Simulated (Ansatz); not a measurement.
Born–Oppenheimer molecular dynamics of CH7ClSi (10 atoms, charge 0, multiplicity 1). It starts at the highest image of a converged band. Of that band: Neighbouring images differ by up to 2.0 eV, so the band resolves the path poorly. A vibrational analysis at the climbing image gives one clearly imaginary mode, 868i cm⁻¹: a first-order saddle point.

Level of theory: RKS CAM-B3LYP-D4/6-31G* (Ansatz).

```yaml
ensemble: NVE (velocity Verlet)
time_step: 0.5 fs
steps_asked: 200
starting_velocities_drawn_for: 300 K
seed: 2647
```

First frame:

```xyz
10
Properties=species:S:1:pos:R:3
Si -0.224 0.259 -0.260
Cl 0.148 0.662 2.287
C 1.588 -0.119 -0.392
H 1.811 -1.062 0.115
H 1.869 -0.222 -1.445
H 2.180 0.659 0.091
H -0.803 1.607 -0.243
H -0.897 -0.454 -1.389
H -1.198 -0.859 0.628
H -0.856 -0.473 1.315
```

Q: How far do the bonds stretch over the last three quarters of this one trajectory? (Pairs bonded in most of those frames.)

A: 
```
   bond  mean (Å)  spread (Å)  shortest  longest
 Si1–C3     1.896       0.016      1.87     1.92
 Si1–H7     1.490       0.034      1.44     1.54
 Si1–H8     1.494       0.023      1.46     1.54
 Si1–H9     1.512       0.097      1.36     1.64
Cl2–H10     1.337       0.110      1.16     1.48
  C3–H4     1.094       0.009      1.08     1.11
  C3–H5     1.095       0.016      1.07     1.12
  C3–H6     1.095       0.013      1.07     1.12
```

Mean temperature of the second half: 1612 K. The conserved energy stayed within 0.58 meV per atom of its start (net change -0.36 meV per atom), so the integration is sound. The kinetic energy rose, since the run started high on the potential surface and went downhill. It ends in pieces (CH6Si + ClH), so much of that is their flight and rotation, not heat. A run of 0.1 ps of so small a system gives no equilibrium averages. The orbitals stay closed-shell, which can raise the energy where a bond breaks towards radicals; this wasn't checked here.

The run took 5.7 min on 2 threads of Arm Neoverse V1 (shared host), peak memory 0.15 GiB.
